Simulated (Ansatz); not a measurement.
For 2H WS2, PBEsol+SOC (plane waves, PAW; Ansatz, an electronic-structure program) gives:

lattice parameter a: 3.145 Å
lattice parameter c: 12.689 Å

Question: What does HSE06-D3(BJ) in Ansatz (plane waves, PAW) give for the same quantities?

Answer: 
- lattice constant a: 3.120 Å (falls by 0.8 %)
- lattice parameter c: 11.927 Å (decreases by 6.0 %)

For comparison: lattice constant a 3.153 Å (measured, 300 K, no zero-point or thermal correction; as tabulated in arXiv:1605.07067); lattice parameter c 12.323 Å (measured, 300 K, no zero-point or thermal correction; as tabulated in arXiv:1605.07067).

Changes are worked out from the printed values.

Unless a cell is named, each level is at its own relaxed cell (PBEsol+SOC 18.12, HSE06-D3(BJ) 16.76 Å³/atom).

Levels without +SOC leave out spin–orbit coupling, which shifts energies and cells of such heavy elements.

Caveats: the cell comes from a level without a dispersion term, which matters for the spacing of layers, chains or molecules (PBEsol+SOC). Ansatz's density-functional and Hartree–Fock values are scalar-relativistic unless marked +SOC, with PAW data made under PBE.
